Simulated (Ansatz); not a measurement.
# BSi2 (quartet): from Hartree-Fock to the top rungs, cc-pVTZ

The task here is to estimate one member of a computed series from the others.

Computed with Ansatz 0.2.0, Gaussian basis. Level: cc-pVTZ, core rule «outside noble gas», up to 11 orbitals frozen.

To be run: UHF; CCSD(T) on ROHF; CCSD(T) on UHF; BCCD(T) on ROHF; CCSDT(Q) on ROHF; CCSDT(Q) on UHF; CASSCF and NEVPT2, 11 electrons in 12 orbitals.

5 further runs of the same task are left out: 5 set aside as unsound or not needed.

**What is computed**

The geometry is a PBE0/def2-TZVP stationary point (not a proven minimum).

3 atoms, charge 0, spin multiplicity 4.

Atoms are counted from 1 here; the program's logs count them from 0.

Bond lengths: Si1–B2 1.955 Å, B2–Si3 1.955 Å. Angles: Si1–B2–Si3 180.0°.

Coordinates:

```xyz
3

Si    0.0000    0.0000    1.9545
B     0.0000    0.0000    0.0000
Si    0.0000    0.0000   -1.9545
```

The first run:

Contents of in.yaml:

```yaml
crystal:
  periodic: [false, false, false]
  atoms:
    - {symbol: Si, position_ang: [0.000000, 0.000000, 1.954501]}
    - {symbol: B, position_ang: [0.000000, 0.000000, 0.000000]}
    - {symbol: Si, position_ang: [0.000000, 0.000000, -1.954501]}
basis:
  gaussian: {orbitals: cc-pVTZ}
magnetization: {spin_polarized: true, initial_magnetization: 3}
hamiltonian: {xc: hf}
output: {orbitals: {seedname: orbitals}}
```

On the command line:

```
$ ansatz run in.yaml --threads 1 --pin off --events-out ev --progress --plain --max-ram 4096MiB --backend cpu
```

Among the steps run: UHF; CCSD(T) on ROHF; CCSD(T) on UHF; BCCD(T) on ROHF; CCSDT(Q) on ROHF; CCSDT(Q) on UHF; CASSCF and NEVPT2, 11 electrons in 12 orbitals.

One table of the session follows, with a row left open; its other results are not shown here.

```
        method  from RCCSDT(Q) (meV)
          ROHF               +7839.9
           UHF               +7605.5
          RMP2               +1645.4
          UMP2               +1720.3
         RCCSD                +508.0
         UCCSD                +497.5
      RCCSD(T)                 +98.3
      UCCSD(T)                +100.1
       BCCD(T)                     ?
        RCCSDT                 +30.6
        UCCSDT                 +28.7
     RCCSDT(Q)                     0
     UCCSDT(Q)                  -1.9
CASSCF valence               +5350.5
NEVPT2 valence               +1265.8
```

Estimate the missing values for BCCD(T).

As computed: from RCCSDT(Q) (meV): +96.7. In the column «from RCCSDT(Q) (meV)» it lies between RCCSDT (+30.6) and RCCSD(T) (+98.3).

With the free atoms at the same levels and basis (separate runs), the atomisation energy is 5.918 eV at RCCSDT(Q), 5.875 eV at RCCSD(T), 5.870 eV at UCCSD(T), 4.440 eV at ROHF.

To keep in mind: Restricted and unrestricted rows rest on different reference determinants; where their highest levels disagree by more than a few hundredths of an eV, they describe different states and don't form one ladder.
